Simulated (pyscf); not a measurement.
F–SiH•–F + ammonia (NH₃) → H₂N–Si•(F)–F + hydrogen (H₂), a four-centre exchange (doublet surface; H–Si, H–N broken, N–Si, H–H formed). PySCF, gas phase, ωB97X-D3(BJ)/def2-SVP geometries. Energies in kJ/mol from the separated reactants.

Small-basis levels: PySCF, no dispersion term, spherical d functions. AM1 to PM7: differences of heats of formation from MOPAC, which are fitted to 298 K values and so differ in kind from electronic energies by zero-point and thermal terms. GFN2-xTB: tblite. Open shells are spin-unrestricted. 

| level | barrier | reaction energy |
|---|---|---|
| HF/STO-3G | 243.5 | -30.6 |
| HF/6-31G* | 203.7 | -31.5 |
| SVWN5/6-31G* | 20.8 | -63.8 |
| B3LYP/3-21G | 40.3 | -91.8 |
| B3LYP/LANL2DZ | 89.1 | -66.9 |
| B3LYP/6-311+G** | 115.9 | -40.3 |
| B3LYP/def2-SVP | 91.4 | -44.3 |
| GFN2-xTB | 162.5 | +9.6 |
| AM1 | 142.1 | -108.2 |
| ωB97M-D3(BJ)/def2-TZVP | 101.6 | -50.4 |

Against the last row the barrier runs from -80.7 (SVWN5/6-31G*) to +142.0 kJ/mol (HF/STO-3G). ωB97M-D3(BJ)/def2-TZVP has limits of its own. On the reactant side the descent ends in an adduct with a N–Si contact, 21.5 kJ/mol under the separated species and 123.9 kJ/mol under the saddle at ωB97X-D3(BJ)/def2-TZVP. What is counted as formed (N–Si) is already present as a longer contact in the reactant adduct; forming that adduct is a step of its own. At the saddle there is also a short H–Si contact that neither side keeps. The same reactants have a lower exit, to H₂N–SiH(F)–F + H• (barrier +60.1 kJ/mol at ωB97M-D3(BJ)/def2-TZVP, against +101.6 kJ/mol here). This is the saddle that the search found; another between the same sides may lie lower.
